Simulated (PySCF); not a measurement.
Compound: propiolic acid, C3H2O2.
SMILES: `C#CC(=O)O`

The closed-shell SCF was solved with PySCF and density fitting under several settings on one GFN2-xTB geometry (grid level 2 and gas phase unless stated).

```json
{"settings": "PBE0/pcSseg-1", "basis functions": "95", "SCF cycles": "14", "E (Eh)": "-265.5803", "HOMO (eV)": "-8.46", "LUMO (eV)": "-1.49", "dipole (D)": "1.74"}
{"settings": "CAM-B3LYP/def2-SVPD", "basis functions": "122", "SCF cycles": "13", "E (Eh)": "-265.6111", "HOMO (eV)": "-9.99", "LUMO (eV)": "-0.50", "dipole (D)": "1.84"}
{"settings": "BLYP/pcSseg-1", "basis functions": "95", "SCF cycles": "17", "E (Eh)": "-265.8363", "HOMO (eV)": "-6.68", "LUMO (eV)": "-2.28", "dipole (D)": "1.65"}
{"settings": "PBE0/6-31G, fitting basis def2-qzvpp-jkfit", "basis functions": "49", "SCF cycles": "11", "E (Eh)": "-265.5077", "HOMO (eV)": "-8.32", "LUMO (eV)": "-1.29", "dipole (D)": "1.60"}
{"settings": "B97-2/pcSseg-1, damping 0.2 at the start, DIIS from the seventh cycle, start guess huckel", "basis functions": "95", "SCF cycles": "20", "E (Eh)": "-265.7831", "HOMO (eV)": "-8.17", "LUMO (eV)": "-1.55", "dipole (D)": "1.74"}
{"settings": "PBE0/def2-SVPD", "basis functions": "122", "SCF cycles": "14", "E (Eh)": "-265.4239", "HOMO (eV)": "-8.54", "LUMO (eV)": "-1.65", "dipole (D)": "1.82"}
```

Estimate the rows for these settings: (1) LC-wPBE/pcSseg-0; (2) mPW1PW91/def2-TZVP, energy threshold 1e-08 Eh.

| settings | basis functions | SCF cycles | E (Eh) | HOMO (eV) | LUMO (eV) | dipole (D) |
| --- | --- | --- | --- | --- | --- | --- |
| LC-wPBE/pcSseg-0 | 49 | 14 | -265.1023 | -11.36 | 0.91 | 1.57 |
| mPW1PW91/def2-TZVP, energy threshold 1e-08 Eh | 167 | 10 | -265.9379 | -8.47 | -1.54 | 1.77 |

Over all rows, what range does the HOMO–LUMO gap span?

From 4.40 eV (BLYP/pcSseg-1) to 12.27 eV (LC-wPBE/pcSseg-0). The functional of the narrowest has no exact exchange, that of the widest range-separated exact exchange.

And the dipole moment?

From 1.57 D (LC-wPBE/pcSseg-0) to 1.84 D (CAM-B3LYP/def2-SVPD); the largest is 1.17 times the smallest, and the median is 1.74 D.

Compare two rows with the functional PBE0: PBE0/6-31G, fitting basis def2-qzvpp-jkfit and PBE0/def2-SVPD. Which energy is lower, and by how much?

PBE0/6-31G, fitting basis def2-qzvpp-jkfit (49 functions) lies 0.0838 Eh or 53 kcal/mol below PBE0/def2-SVPD (122 functions). The smaller set gives the lower energy; the two sets aren't nested, so the variational bound doesn't order them by size.

Cycle counts include a coarse-grid stage where the run had one.

Conformer computed: `[CH:1]#[C:2][C:3](=[O:4])[OH:5]`: H–O5–C3–C2 180°.

One conformer stands for the species.
